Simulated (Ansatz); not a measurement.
Input file:

```yaml
crystal:
  periodic: [false, false, false]
  atoms:
    - {symbol: C, position_ang: [0.000000, 0.000000, 0.000000]}
    - {symbol: Ga, position_ang: [0.000000, 0.000000, 2.032800]}
basis:
  gaussian: {orbitals: cc-pVTZ}
total_charge: 1
magnetization: {spin_polarized: false}
correlation: {method: ccsd_t, electrons: outside_noble_gas}
output: {forces: true}
```

```sh
$ ansatz run in.yaml --threads 1 --pin off --events-out ev --progress --plain --max-ram 2624MiB --backend cpu
```

Log:

```
470 factors; integrals over basis functions are off by at most 1.4e-3 eV
mean field evaluation 1: about -53348.7099 eV, gradient 2.6e1 eV
mean field evaluation 2: about -53348.7597 eV, gradient 2.6e1 eV
mean field evaluation 4: about -53351.6363 eV, gradient 2.5e0 eV
mean field evaluation 8: about -53351.7529 eV, gradient 1.8e-1 eV
mean field evaluation 16: about -53351.7533 eV, gradient 7.5e-3 eV
mean field evaluation 32: about -53351.8244 eV, gradient 1.4e-1 eV
mean field evaluation 64: about -53351.5249 eV, gradient 4.5e0 eV
mean field evaluation 96: about -53351.7533 eV, gradient 5.0e-4 eV
mean field evaluation 128: about -53351.7927 eV, gradient 3.2e0 eV
mean field evaluation 160: about -53350.5888 eV, gradient 1.1e1 eV
...
mean field -53351.82547630 eV, -1960.6434230877 hartree, gradient 2.9e-6 eV, S^2 0.000000; 9 other end points of the search recorded, 0 dependent functions left out; unrestricted orbitals would lower it
determinant -53351.82547630 eV, -1960.6434230877 hartree, with singles and doubles -53356.73481709 eV, -1960.8238380341 hartree
determinant -53351.75331568 eV, -1960.6407712340 hartree, with singles and doubles -53356.76807169 eV, -1960.8250601182 hartree
determinant -53351.54935053 eV, -1960.6332756530 hartree, with singles and doubles -53356.00923404 eV, -1960.7971733489 hartree
determinant -53351.82547630 eV, -1960.6434230877 hartree, with singles and doubles -53356.67459179 eV, -1960.8216247954 hartree
determinant -53351.75331568 eV, -1960.6407712340 hartree, with singles and doubles -53356.68531548 eV, -1960.8220188836 hartree
...
mean field evaluation 544: about -53351.2821 eV, gradient 6.4e0 eV
mean field evaluation 576: about -53352.3210 eV, gradient 1.2e1 eV
mean field evaluation 608: about -53353.6142 eV, gradient 2.5e-1 eV
mean field evaluation 640: about -53353.6145 eV, gradient 1.3e-4 eV
unrestricted determinant -53353.68568496 eV, -1960.7117844952 hartree, S^2 1.3161
15 core orbitals not correlated: weight in the atoms' cores, before any rotation towards them, 0.997 or more for the frozen orbitals, at most 0.003 for the correlated occupied ones
reference -53351.75331568 eV, -1960.6407712340 hartree; 3, 3 occupied and 55, 55 virtual orbitals, 470 factors
second order -3.80329104 eV of doubles, -0.00000000 eV of singles
cycle   1  -4.93199734 eV  change    2.5e-6 eV  update   3.7e-6
cycle   2  -4.93199559 eV  change    1.7e-6 eV  update   2.9e-6
cycle   3  -4.93199039 eV  change    5.2e-6 eV  update   2.4e-6
cycle   4  -4.93198749 eV  change    2.9e-6 eV  update   1.4e-6
cycle   5  -4.93198619 eV  change    1.3e-6 eV  update   8.6e-7
cycle   6  -4.93198553 eV  change    6.7e-7 eV  update   5.3e-7
perturbative correction -0.30461776 eV, -0.0111944963 hartree
WARN: the results are in doubt because among natural orbitals full CI differs from the method by -0.094 eV
the calculation of the forces begins
Total energy: -53356.98991897 eV, -1960.8332128554 hartree
Atom 0 at     0.000000     0.000000     0.000000 Å, force     0.000000     0.000000    -0.180708 eV/Å
Atom 1 at     0.000000     0.000000     2.032800 Å, force    -0.000000    -0.000000     0.180708 eV/Å
Dipole moment:    -0.009018    -0.000000     0.214666 e Å
In doubt: among natural orbitals full CI differs from the method by -0.094 eV
```

Forces (eV/Å):
```
C    0.000  0.000 -0.181
Ga   0.000  0.000  0.181
```

The determinant lies 0.07 eV above the lowest one of its kind in the log. The T1 diagnostic is 0.060.

For the same geometry and basis full CI lies 263.2 meV lower. By full CI's occupations no single determinant describes the state well. The program flagged this run's energy as in doubt. The determinant fills πx and πy unequally, so it is a mixture of Σ and Δ.

Ran on 1 thread of AMD EPYC 7R13, shared host: 15 s wall, 0.19 GiB peak host memory.
